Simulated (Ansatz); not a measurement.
## SnH⁺, singlet along the distance Sn1-H2

Starting geometry (PBE0/def2-TZVP stationary point for this spin):

```
atom   x (Å)   y (Å)   z (Å)
  Sn  0.0000  0.0000  0.0000
   H  0.0000  0.0000  1.7602
```

From there H2 moves along the line of the two atoms named below, all else staying in place; atoms are numbered as listed. Energies are in eV, counted from the starting geometry at the same level.

Basis def2-TZVPP with its core potentials; Ansatz 0.2.0. Correlated methods freeze the noble-gas cores and the filled d shells of p-block atoms. Prefix R: restricted or restricted open-shell reference. No spin–orbit coupling is included; scalar relativity enters through the core potentials alone.

Full CI is exact within this basis and frozen core; it isn't the basis-set limit.

| distance Sn1-H2 (Å) | full CI | unpaired electrons (full CI) | error RMP2 | error RCCSD | error RCCSD(T) | error BCCD(T) | error RCCSDT | error RCCSDT(Q) |
| --- | --- | --- | --- | --- | --- | --- | --- | --- |
| 1.443 | 1.011 | 0.05 | -0.038 | -0.006 | -0.002 | -0.002 | 0.000 | 0.000 |
| 1.553 | 0.373 | 0.05 | -0.028 | -0.005 | -0.001 | -0.001 | 0.000 | 0.000 |
| 1.760 | 0.000 | 0.06 | 0.000 | 0.000 | 0.000 | 0.000 | 0.000 | 0.000 |
| 1.899 | 0.092 | 0.06 | 0.027 | 0.004 | 0.001 | 0.001 | 0.000 | 0.000 |
| 2.135 | 0.527 | 0.09 | 0.091 | 0.015 | 0.004 | 0.003 | 0.001 | 0.000 |
| 2.463 | 1.280 | 0.21 | 0.235 | 0.037 | 0.008 | 0.008 | 0.001 | 0.000 |
| 2.863 | 2.022 | 0.59 | 0.514 | 0.077* | 0.009* | 0.010* | 0.002* | 0.000* |
| 3.233 | 2.427 | 1.14 | 0.833 | 0.120* | -0.002* | 0.001* | 0.003* | 0.000* |
| 3.801 | 2.678 | 1.76 | 1.218 | 0.172* | -0.046* | -0.040* | 0.003* | -0.001* |
| 4.814 | 2.756 | 2.01 | 1.131 | 0.210* | -0.125* | -0.117* | 0.003* | -0.001* |
| 5.905 | 2.763 | 2.03 | 0.273 | 0.218* | -0.166* | -0.156* | 0.002* | 0.000* |

An asterisk marks runs whose energy the program itself flagged as in doubt.

Unpaired electrons are Σ n²(2−n)² over natural occupations. Errors are those of relative energies. In total energy the starting point itself misses full CI by: RMP2 0.527, RCCSD 0.040, RCCSD(T) 0.009, BCCD(T) 0.009, RCCSDT 0.001, RCCSDT(Q) 0.000 eV.

Spread of the error over the points with a reference, to 5.905 Å (largest less smallest): RCCSDT(Q) 0.001, RCCSDT 0.004, BCCD(T) 0.166, RCCSD(T) 0.175, RCCSD 0.225, RMP2 1.256 eV.

Going outwards, the relative energy of BCCD(T) first misses by more than 0.043 eV (1 kcal/mol) at 4.814 Å.

BCCD(T) turns over: its perturbative term grows as the gap closes, and it ends 0.156 eV too low at 5.905 Å. RCCSD(T) turns over: its perturbative term grows as the gap closes, and it ends 0.166 eV too low at 5.905 Å.
